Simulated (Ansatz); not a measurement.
in.yaml

```yaml
crystal:
  periodic: [false, false, false]
  atoms:
    - {symbol: N, position_ang: [-2.036689, 0.025300, -0.018825]}
    - {symbol: H, position_ang: [-2.333969, 0.993134, -0.018825]}
    - {symbol: H, position_ang: [-2.333968, -0.376999, 0.861435]}
    - {symbol: H, position_ang: [-1.024229, 0.025300, -0.018825]}
    - {symbol: Si, position_ang: [1.097311, 0.025300, -0.018825]}
    - {symbol: H, position_ang: [1.709491, -0.848984, 1.071187]}
    - {symbol: H, position_ang: [1.709491, -0.848984, -1.108837]}
basis:
  gaussian: {orbitals: STO-3G}
correlation: {active_space: {window: {electrons: 2, orbitals: 2}, fixed_orbitals: true, states: [{multiplicity: 1, weights: [1, 0.5]}]}}
output: {forces: true}
```

```sh
$ ansatz run in.yaml --threads 1 --pin off --events-out ev --progress --plain --max-ram 2393MiB
```

Task: Roughly how long does this take on 1 thread of Intel Xeon Platinum 8488C, shared host, and how much host memory?

Result: 0.53 s wall and 0.1 GiB.

```
307 factors; integrals over basis functions are off by at most 3.2e-8 eV
mean field evaluation 1: about -9308.4782 eV, gradient 1.4e1 eV
mean field evaluation 2: about -9308.5258 eV, gradient 1.5e1 eV
mean field evaluation 4: about -9309.3063 eV, gradient 7.2e-1 eV
mean field evaluation 8: about -9309.3098 eV, gradient 3.3e-6 eV
mean field -9309.30975583 eV, -342.1108234498 hartree, gradient 1.8e-6 eV, S^2 0.000000; 0 other end points of the search recorded, 0 dependent functions left out
reference -9309.30975583 eV, -342.1108234498 hartree; 13, 13 occupied and 6, 6 virtual orbitals, 307 factors
state -9309.47250019 eV, -342.1168041950 hartree
state -9305.39230371 eV, -341.9668597398 hartree
the calculation of the forces begins
Total energy: -9308.11243470 eV, -342.0668227099 hartree
Atom 0 at    -2.036689     0.025300    -0.018825 Å, force    -1.015602    -0.852686    -1.143535 eV/Å
Atom 1 at    -2.333969     0.993134    -0.018825 Å, force    -0.145800     0.831406     0.155451 eV/Å
Atom 2 at    -2.333968    -0.376999     0.861435 Å, force    -0.205061    -0.198034     0.837836 eV/Å
Atom 3 at    -1.024229     0.025300    -0.018825 Å, force     0.492636     0.230383     0.178337 eV/Å
Atom 4 at     1.097311     0.025300    -0.018825 Å, force     2.837666    -2.703195    -0.057897 eV/Å
Atom 5 at     1.709491    -0.848984     1.071187 Å, force    -0.983755     1.328472    -0.764545 eV/Å
Atom 6 at     1.709491    -0.848984    -1.108837 Å, force    -0.980084     1.363654     0.794353 eV/Å
Dipole moment:     0.187187     0.258817     0.274260 e Å
```

The total printed last is the weighted mean of the 2 states, 1.360 eV above the lowest of them, and is no single state's energy.

Forces (eV/Å):
```
N   -1.016 -0.853 -1.144
H   -0.146  0.831  0.155
H   -0.205 -0.198  0.838
H    0.493  0.230  0.178
Si   2.838 -2.703 -0.058
H   -0.984  1.328 -0.765
H   -0.980  1.364  0.794
```
